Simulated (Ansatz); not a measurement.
**C₅H₈O: up Jacob's ladder to CCSD(T)**

An exercise on one series of results from a longer session: the logs are not shown, and one member is left open.

Method: functionals in def2-TZVPP, the program's frozen cores in correlated methods; program: Ansatz 0.2.0, Gaussian basis.

Plan: PBE-D4, r2SCAN-D4, PBE0-D4, B3LYP-D4, ωB97X-V, ωB97M-V, B2PLYP; CCSD(T)/def2-TZVPP; MP2/def2-QZVPP; extrapolation to the limit.

## Structure used throughout

The geometry comes from an earlier relaxation with PBE0-D4 in a triple-zeta def2 set; it is a stationary point, not always the lowest conformer.

SMILES `C=CCC1CO1`, 14 atoms, charge 0, spin multiplicity 1.

Atoms are counted from 1 here; the program's logs count them from 0.

Bond lengths: C1–C2 1.326 Å, C1–H7 1.085 Å, C1–H8 1.084 Å, C2–C3 1.495 Å, C2–H9 1.088 Å, C3–C4 1.498 Å, C3–H10 1.097 Å, C3–H11 1.097 Å, C4–C5 1.459 Å, C4–O6 1.419 Å, C4–H12 1.090 Å, C5–O6 1.418 Å, C5–H13 1.088 Å, C5–H14 1.087 Å. Angles: C2–C1–H7 122.2°, C2–C1–H8 121.0°, H7–C1–H8 116.8°, C1–C2–C3 126.2°, C1–C2–H9 118.7°, C3–C2–H9 115.1°, C2–C3–C4 114.8°, C2–C3–H10 109.0°, C2–C3–H11 109.7°, C4–C3–H10 109.0°, C4–C3–H11 108.6°, H10–C3–H11 105.4°, C3–C4–C5 121.8°, C3–C4–O6 116.3°, C3–C4–H12 115.6°, C5–C4–O6 59.0°, C5–C4–H12 117.5°, O6–C4–H12 113.8° and more.

Set-up of the first run:

in.yaml

```yaml
crystal:
  periodic: [false, false, false]
  atoms:
    - {symbol: C, position_ang: [-1.874166, -0.039941, 0.649623]}
    - {symbol: C, position_ang: [-0.766115, 0.144156, 1.354252]}
    - {symbol: C, position_ang: [0.633826, 0.000001, 0.850295]}
    - {symbol: C, position_ang: [0.746834, -0.535253, -0.544022]}
    - {symbol: C, position_ang: [0.819924, 0.347020, -1.703396]}
    - {symbol: O, position_ang: [1.978797, -0.302993, -1.207880]}
    - {symbol: H, position_ang: [-1.852421, -0.322468, -0.397205]}
    - {symbol: H, position_ang: [-2.850975, 0.090059, 1.100135]}
    - {symbol: H, position_ang: [-0.853207, 0.430455, 2.400132]}
    - {symbol: H, position_ang: [1.193007, -0.654955, 1.530354]}
    - {symbol: H, position_ang: [1.144410, 0.969671, 0.895122]}
    - {symbol: H, position_ang: [0.347121, -1.537138, -0.698031]}
    - {symbol: H, position_ang: [0.788610, 1.423259, -1.548370]}
    - {symbol: H, position_ang: [0.470759, 0.001826, -2.673411]}
basis:
  gaussian: {orbitals: def2-TZVPP}
hamiltonian: {xc: pbe, dispersion: d4}
output: {forces: true, orbitals: {seedname: orbitals}}
```

Launch:

```sh
$ ansatz run in.yaml --threads 4 --pin off --events-out ev --progress --plain --max-ram 10444MiB
```

Steps of the session up to this table: PBE-D4 (GGA); r2SCAN-D4 (meta-GGA); PBE0-D4 (hybrid); B3LYP-D4 (hybrid); ωB97X-V (range-separated); ωB97M-V (range-separated); B2PLYP (double hybrid); CCSD(T) in def2-TZVPP; MP2 in def2-QZVPP.

One table of the session follows, with a row left open; its other results are not shown here.

It belongs to the step «Atomisation energies». 

```
            method  atoms, summed (eV)  atomisation energy (kcal/mol)
            PBE-D4           -7292.283                         1433.1
         r2SCAN-D4           -7298.710                         1397.4
           PBE0-D4           -7294.114                         1405.8
          B3LYP-D4           -7303.833                         1391.4
           ωB97X-V           -7300.960                         1393.8
           ωB97M-V           -7299.781                         1395.9
            B2PLYP           -7297.440                         1378.6
     HF/def2-TZVPP           -7272.964                         1014.4
    MP2/def2-TZVPP           -7285.814                         1383.8
   CCSD/def2-TZVPP                   ?                              ?
CCSD(T)/def2-TZVPP           -7289.396                         1357.5
           MP2/CBS           -7288.144                         1416.1
       CCSD(T)/CBS           -7291.727                         1389.8
```

Q: Estimate the row for CCSD/def2-TZVPP from the others.

As computed: atoms, summed (eV): -7289.043; atomisation energy (kcal/mol): 1335.5. In the column «atoms, summed (eV)» it lies between CCSD(T)/def2-TZVPP (-7289.396) and MP2/CBS (-7288.144).
